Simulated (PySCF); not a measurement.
## Beryllium: a sound run and one with changed settings

Sound run: Be [He] 2s2, Be⁺ [He] 2s1. Computed with PySCF 2.14 in aug-cc-pVDZ, with no relativity, point nucleus. In the sound run the correlated levels freeze 1s2. The sound run starts from symmetry-adapted Hartree-Fock orbitals and uses a fine grid where one is needed.

Changed run: initial guess 1e, at most 50 SCF cycles.

| species | method | sound run (hartree) | changed run (hartree) | converged |
| --- | --- | --- | --- | --- |
| Be | UHF | -14.57238 | -14.57238 | yes |
| Be | PBE0 | -14.63516 | -14.63516 | yes |
| Be | CCSD(T) | -14.61690 | -14.61690 | yes |
| Be⁺ | M06-2X | -14.33013 | -14.33013 | yes |

Here the plain start reaches the same solutions.
